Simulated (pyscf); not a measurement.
# Concerted two-bond exchange: `[F][SiH2][SiH2][F]` → `[F][SiH2][SiH2][F]`

Gas phase, singlet surface, charge 0. Bonds broken: F1–Si3, Si2–F4. Bonds formed: F1–Si2, Si3–F4. PySCF, gas phase, ωB97X-D3(BJ)/def2-SVP geometries. MP2 and CC: frozen core, UHF for open shells. ΔMP2 is the change of the MP2 total energy from the triple- to the quadruple-zeta basis.

Transition state (Å):

```xyz
8

F      0.8069     0.3891    -0.4848
Si    -1.5095     0.7631     0.6160
Si    -0.5984    -0.1350    -1.3564
F     -2.3041    -0.3663    -1.5756
H     -1.7974     0.0642     1.9105
H     -1.9445     2.1727     0.8833
H     -0.2223    -1.5707    -1.4355
H     -0.3888     0.7245    -2.5506
```

One imaginary mode, 303i cm⁻¹; descent along it reached the two sides named.

```
bond    change  reactant side (Å)  saddle  product side
------  ------  -----------------  ------  ------------
F1–Si3  breaks              1.636   1.735           3.2
Si2–F4  breaks              1.636   2.590           3.2
F1–Si2   forms                3.2   2.592         1.636
Si3–F4   forms                3.2   1.735         1.636
```

Electronic energies relative to the reactant's lowest minimum found (kcal/mol):

```csv
level,barrier,reaction energy,reverse barrier
ωB97X-D3(BJ)/def2-TZVP,64.5,0.0,64.5
PBE/def2-TZVP,59.4,0.0,59.4
r²SCAN/def2-TZVP,64.6,0.0,64.6
B3LYP-D3(BJ)/def2-TZVP,63.0,0.0,63.0
PBE0-D3(BJ)/def2-TZVP,64.1,0.0,64.1
M06-2X/def2-TZVP,65.2,0.0,65.2
ωB97M-D3(BJ)/def2-TZVP,61.8,0.0,61.8
HF/def2-TZVP,74.8,0.0,74.8
MP2/def2-QZVPP,66.8,0.0,66.8
CCSD/def2-TZVPP,68.2,0.0,68.2
CCSD(T)/def2-TZVPP,66.8,0.0,66.8
CCSD(T)/def2-TZVPP + ΔMP2(QZVPP),66.5,0.0,66.5
```

With CCSD(T)/def2-TZVPP + ΔMP2(QZVPP) energies and thermal terms (ideal gas, 1 atm, RRHO with modes under 100 cm⁻¹ raised to 100, one conformer, R ln 2 for chiral ones without a mode under 150 cm⁻¹), in kcal/mol:

```tsv
T (K)	ΔH‡	ΔG‡	ΔH	ΔG
298	64.7	64.7	0.0	0.0
600	64.5	64.8	0.0	0.0
900	64.2	65.1	0.0	0.0
1200	63.7	65.5	0.0	0.0
```

The same reactants have a lower exit, to F–SiH: [singlet] + F–SiH₃ (barrier +43.3 kcal/mol at ωB97M-D3(BJ)/def2-TZVP, against +61.8 kcal/mol here). F–SiH₂–SiH₂–F lies 7.8 kcal/mol over its isomer F–SiH(F)–SiH₃ (electronic energy, ωB97M-D3(BJ)/def2-TZVP). One saddle was located; it need not be the lowest between these sides. The CCSD(T) − MP2 part came from Ansatz, without density fitting, on the same reference.
